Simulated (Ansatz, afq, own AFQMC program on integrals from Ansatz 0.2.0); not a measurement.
## AlGeH₂, doublet in cc-pVDZ, levels against CCSDT(Q)

```xyz
4

Ge    0.0000    0.0000    0.8940
Al    0.0000    0.0000   -2.1830
H     0.0000   -1.3746   -2.9961
H     0.0000    1.3746   -2.9961
```

Connectivity, by distances: Ge ··· AlH2.

Basis cc-pVDZ. Only valence electrons are correlated. Ansatz 0.2.0 and our own AFQMC program on the same integrals; the CISD trial comes from CCSD amplitudes, and released means the phaseless constraint is let go. Free projection: walkers drawn from exp(T), propagated without any constraint. Its projection time is finite, and what remains of the start isn't in its error. Uncertainties: one standard error, sampling alone. No spin–orbit coupling.

Determinant: UHF, the one that the program's search chose, which needn't be the lowest solution. The geometry is a point of a scan.

No full CI on the walks' own integrals is used here; CCSDT(Q) serves as the reference and is uncertain by about the last step of the cluster series.

Cautions: no relativity below Rb; no spin-orbit coupling; inner d shell frozen; an unrestricted solution with more broken spin lies lower (13 meV, ⟨S²⟩ 0.98).

```
T1 diagnostic                               : 0.0243
weight of the determinant in the CISD state : 0.864
⟨S²⟩ of the determinant                     : 0.793
size of the correlated space                : 9 electrons in 36 orbitals
```

Reference: CCSDT(Q), correlation energy -4.399 eV. The released energy is read at 2.40 1/Eh (meV from the phaseless value at times in 1/Eh: -9 ± 8 at 0.24, -22 ± 6 at 0.51, -42 ± 7 at 0.99, -36 ± 12 at 1.62, -53 ± 13 at 2.40).

```
         level  E − E(reference) (kJ/mol)  share of correlation (%)
            HF                      424.4                      0.00
           MP2                      116.4                     72.57
          CCSD                       15.1                     96.45
       CCSD(T)                        4.2                     99.01
         CCSDT                        0.7                     99.84
 ph-AFQMC/CISD                  5.0 ± 0.8                     98.82
released AFQMC                 -0.1 ± 1.3                    100.02
    free AFQMC                  0.4 ± 1.3                     99.90
```

Free projections are given only where their last times agree within the noise and don't stop above the reference; a slow remainder of the start can still hide under it. A walk keeps the symmetry of its determinant, which the program's search chose and which needn't be the lowest solution, so a lower state of the same spin and another symmetry isn't excluded. Released energies are given only where the last usable release times agree within the noise; a slower fall can still hide under it.
